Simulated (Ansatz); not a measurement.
# C3H5NS: the cost of one run

All numbers below are computed with Ansatz 0.2.0 (RKS PBE0-D4/def2-mTZVP).

## Step 1: The structure to begin with

Bond lengths: C1–C2 1.148 Å, C2–C3 1.451 Å, C3–N4 1.433 Å, C3–S5 1.812 Å, C1–H6 1.129 Å, C3–H7 1.154 Å, N4–H8 1.047 Å, N4–H9 1.075 Å, S5–H10 1.351 Å. Angles: C1–C2–C3 178.4°, C2–C1–H6 175.3°, C2–C3–N4 113.2°, C2–C3–S5 112.9°, C2–C3–H7 109.7°, N4–C3–S5 108.9°, N4–C3–H7 104.5°, S5–C3–H7 107.1°, C3–N4–H8 102.9°, C3–N4–H9 108.0°, H8–N4–H9 103.1°, C3–S5–H10 94.0°.

Coordinates:

```xyz
10

C    -1.3045    1.1825    1.0129
C    -0.4752    0.5981    0.4757
C     0.5740   -0.1667   -0.1723
N     0.4883   -1.5735    0.0856
S     0.6370    0.0981   -1.9639
H    -2.1375    1.7986    1.4605
H     1.6010    0.1423    0.2535
H    -0.3892   -1.8500   -0.4146
H     0.2313   -1.7066    1.1212
H     0.8579    1.4261   -1.8558
```

## Step 2: End point A

File input.yaml:

```yaml
crystal:
  periodic: [false, false, false]
  atoms:
    - { symbol: C, position_ang: [-1.3045, 1.1825, 1.0129] }
    - { symbol: C, position_ang: [-0.4752, 0.5981, 0.4757] }
    - { symbol: C, position_ang: [0.574, -0.1667, -0.1723] }
    - { symbol: "N", position_ang: [0.4883, -1.5735, 0.0856] }
    - { symbol: S, position_ang: [0.637, 0.0981, -1.9639] }
    - { symbol: H, position_ang: [-2.1375, 1.7986, 1.4605] }
    - { symbol: H, position_ang: [1.601, 0.1423, 0.2535] }
    - { symbol: H, position_ang: [-0.3892, -1.85, -0.4146] }
    - { symbol: H, position_ang: [0.2313, -1.7066, 1.1212] }
    - { symbol: H, position_ang: [0.8579, 1.4261, -1.8558] }
basis:
  gaussian: { orbitals: def2-mTZVP }
hamiltonian:
  xc: pbe0
  dispersion: d4
relax:
  f_tol: 0.02
  max_steps: 50
```

Command:

```console
$ ansatz run input.yaml --threads 2 --pin off --max-ram 3072MiB --backend cpu --events-out ev --progress --plain --runs-dir out
```

What time and memory should one allow on 2 threads of Intel Xeon 6975P-C (Granite Rapids), shared host?

About 22 s, with a peak of 0.26 GiB.
